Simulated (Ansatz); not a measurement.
# SiPH₂+ (triplet): the correlation ladder, def2-TZVPP

One table from this session's results is given with a row withheld; the runs are named, their logs left out.

Computed with Ansatz 0.2.0, Gaussian basis. Level: def2-TZVPP, core rule «outside noble gas», up to 10 orbitals frozen.

Plan: UHF; ROHF; CCSD(T) on UHF.

2 further runs of the same task are left out: 2 set aside as unsound or not needed.

## What is computed

The geometry is a PBE0/def2-TZVP stationary point (not a proven minimum) of the parent state, kept for this charge and spin.

4 atoms, charge 1, spin multiplicity 3.

Atoms are counted from 1 here; the program's logs count them from 0.

Bond lengths: Si1–P2 2.059 Å, Si1–H3 1.485 Å, Si1–H4 1.485 Å. Angles: P2–Si1–H3 124.2°, P2–Si1–H4 124.2°, H3–Si1–H4 111.6°.

The first run:

in.yaml

```yaml
crystal:
  periodic: [false, false, false]
  atoms:
    - {symbol: Si, position_ang: [0.000000, 0.000000, 1.016675]}
    - {symbol: P, position_ang: [0.000000, 0.000000, -1.042393]}
    - {symbol: H, position_ang: [0.000000, 1.227985, 1.851803]}
    - {symbol: H, position_ang: [0.000000, -1.227985, 1.851803]}
basis:
  gaussian: {orbitals: def2-TZVPP}
total_charge: 1
magnetization: {spin_polarized: true, initial_magnetization: 2}
hamiltonian: {xc: hf}
output: {orbitals: {seedname: orbitals}}
```

Launch:

```sh
$ ansatz run in.yaml --threads 1 --pin off --events-out ev --progress --plain --max-ram 4096MiB --backend cpu
```

Among the steps run: UHF; ROHF; CCSD(T) on UHF.

One table of the session follows, with a row left open; its other results are not shown here.

| method | from UCCSD(T) (kJ/mol) |
| --- | --- |
| ROHF | +640.8 |
| UHF | ? |
| UMP2 | +125.6 |
| UCCSD | +23.5 |
| UCCSD(T) | 0 |

**Question.** Estimate the row for UHF.

As computed: from UCCSD(T) (kJ/mol): +624.8. In the column «from UCCSD(T) (kJ/mol)» it lies between UMP2 (+125.6) and ROHF (+640.8).
